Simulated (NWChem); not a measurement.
# Ionisation of BF3

```
B
F 1 1.3232
F 1 1.3233 2 120.00
F 1 1.3233 2 120.00 3 180.00
```
Charge 0, spin multiplicity 1.

The numbers come from NWChem runs, not from measurements. All single points use one geometry, from PBE/def2-SVP, a minimum by its harmonic frequencies.

Basis set: def2-SVPD. −ε marks an orbital energy of the parent.

B3LYP has NWChem's definition, with VWN1-RPA local correlation. The structure started from a generated list of species.

Task: For the first vertical ionisation energy, −ε(HOMO) of HF gives 18.24 eV and −ε(HOMO) of PBE gives 10.19 eV. What do −ε(HOMO) of B3LYP, −ε(HOMO) of M06-2X, G0W0@PBE give?

Result: −ε(HOMO) of B3LYP: 12.08 eV; −ε(HOMO) of M06-2X: 14.55 eV; G0W0@PBE: 14.46 eV.
